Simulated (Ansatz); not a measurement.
A calculation with Ansatz (development build ahead of 0.2.0).

```yaml
crystal:
  periodic: [false, false, false]
  atoms:
    - { symbol: F, position_ang: [0.0, -0.41501, -1.28958] }
    - { symbol: H, position_ang: [0.0, 0.49164, -0.86251] }
    - { symbol: F, position_ang: [0.0, 0.41501, 1.28958] }
    - { symbol: H, position_ang: [0.0, -0.49164, 0.86251] }
basis:
  gaussian: { orbitals: cc-pVTZ }
hamiltonian:
  xc: hf
correlation:
  method: mp2
  frozen_orbitals: { F: 1, H: 0 }
```

The input is written out in the form of the current development build from the run's settings.

The run gave:

| Quantity | Value |
| --- | --- |
| Converged | yes |
| Reference energy | -200.10176 hartree |
| Correlation energy | -0.55407 hartree |
| Total energy | -200.65582 hartree |
| Spin squared of the determinant | 0.000 |
